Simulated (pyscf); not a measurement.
Structures and frequencies: ωB97X-D3(BJ)/def2-SVP in PySCF. MP2 and CC: frozen core, UHF for open shells. ΔMP2 is the change of the MP2 total energy from the triple- to the quadruple-zeta basis.

**Question.** How much does it cost (ΔH, 298 K, CCSD(T)/def2-TZVPP + ΔMP2(QZVPP)) to split O=SiH₂ (SMILES O=[SiH2]) at its H–Si bond into [O=SiH]• + H•?

**Answer.** H–Si to [O=SiH]• + H•: 83.1 kcal/mol. The radicals are drawn with the spin at the cut bond; how far it spreads was not checked. The CCSD(T) − MP2 part came from Ansatz, without density fitting, on the same reference.
